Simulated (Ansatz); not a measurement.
Reaction (atomization): `B[CH2][AlH2]` → Al• + B• + C• + 6 H•

Calculated with Ansatz (gas phase, PBE0-D4/def2-TZVP geometries, no zero-point term in ΔE). CBS: MP2 limit from def2 TZ/QZ plus the TZ coupled-cluster correction, frozen cores. This one scheme is used for every species, atoms too. DFT in def2-TZVPP. No spin–orbit coupling; open shells (•) take unrestricted orbitals. Spin–orbit coupling would lower the free atoms: a little for Al, B, C.

```tsv
level	ΔE (eV)
ωB97M-V	30.43
MP2/CBS(def2)	30.34
```

What does CCSD(T)/CBS give? (Best estimate.)

Ansatz gave: +30.23 eV. The listed levels differ from it by 0.20, 0.11 eV.

Largest T1 diagnostic among the species: 0.018.

At CCSD(T), def2-SVP lies −1.25 eV from the extrapolated value and def2-TZVPP −0.60 eV: correlation converges slowly with the basis, and small sets miss more of it in the bonded molecule than in its fragments. Leaving LDA and LC-ωPBE aside and taking each functional with its dispersion term where it has one, the values, not all of them listed here, spread over 0.88 eV, from revPBE-D4 to B97M-V. LDA lies +3.31 eV from PBE without D4, its usual overbinding.

For atomizations the MP2-based limit and the directly extrapolated one differ by several kJ/mol either way, and by 10 to 25 for some Ge, Se and Sn compounds, so smaller differences from it don't rank the levels.
